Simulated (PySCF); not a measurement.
**Partial charges of `[SiH3][N-][SiH3]`**

Compound: H₆NSi₂ (charge -1).
SMILES with atom numbers: `[SiH3:1][N-:2][SiH3:3]` (hydrogens: H4, H5, H6 on Si1; H7, H8, H9 on Si3)

Geometry (PBE0-D3(BJ)/def2-SVP, Å), atoms numbered from 1 in this order:
```
atom  x, y, z in Å
Si1    1.553   -0.267    0.049
N2    -0.012   -0.241   -0.479
Si3   -1.550    0.215   -0.085
H4     2.522   -0.912   -0.934
H5     2.239    1.074    0.327
H6     1.860   -1.035    1.339
H7    -2.178   -0.393    1.173
H8    -2.585   -0.135   -1.147
H9    -1.821    1.706    0.134
```

Density: PBE0/pcSseg-1 (PySCF); schemes: Mulliken, IAO, Hirshfeld and ESP-fitted. Geometry: PBE0-D3(BJ)/def2-SVP; no solvent, vibrations or thermal averaging. The pcSseg-1 basis has no diffuse functions, a weakness for an anion.

Question: Do the Mulliken, IAO, Hirshfeld and ESP-fitted schemes agree on where the charge is highest?

Answer: All schemes pick atoms of one kind: Mulliken Si1 and Si3 (+0.605); IAO Si1 and Si3 (+0.708); Hirshfeld Si1 and Si3 (+0.198); ESP-fitted Si3 (+0.747).

Question: Do the Mulliken, IAO, Hirshfeld and ESP-fitted schemes agree on where the charge is lowest?

Answer: All schemes agree: Mulliken N2 (-0.862); IAO N2 (-1.096); Hirshfeld N2 (-0.508); ESP-fitted N2 (-0.934).

Question: Give the atomic charges in each scheme.

Answer: In e:

```
atom              environment  Mulliken     IAO  Hirshfeld  ESP-fitted
 Si1             SiH3 silicon    +0.605  +0.708     +0.198      +0.736
  N2  nitrogen bonded to 2 Si    -0.862  -1.096     -0.508      -0.934
 Si3             SiH3 silicon    +0.605  +0.708     +0.198      +0.747
  H4            Si–H hydrogen    -0.220  -0.209     -0.145      -0.251
  H5            Si–H hydrogen    -0.228  -0.225     -0.150      -0.261
  H6            Si–H hydrogen    -0.227  -0.225     -0.150      -0.260
  H7            Si–H hydrogen    -0.228  -0.225     -0.150      -0.262
  H8            Si–H hydrogen    -0.220  -0.209     -0.145      -0.255
  H9            Si–H hydrogen    -0.228  -0.225     -0.150      -0.262
```

Mean size of the charges over all atoms: ESP-fitted 0.441 e, IAO 0.426 e, Mulliken 0.380 e, Hirshfeld 0.199 e. Each set sums to the total charge, -1, to within 0.001 e. The Hirshfeld scheme divides the density at each point in proportion to the densities of the neutral, spherically averaged free atoms.

Question: Sum the charges by element, for elements with more than one atom.

Answer: 
```csv
element,atoms,Mulliken,IAO,Hirshfeld,ESP-fitted
Si,2,+1.211,+1.416,+0.396,+1.484
H,6,-1.349,-1.319,-0.888,-1.550
```

Question: How many electrons does the Hirshfeld scheme count on N2?

Answer: Z − q = 7 − (-0.508) = 7.508.
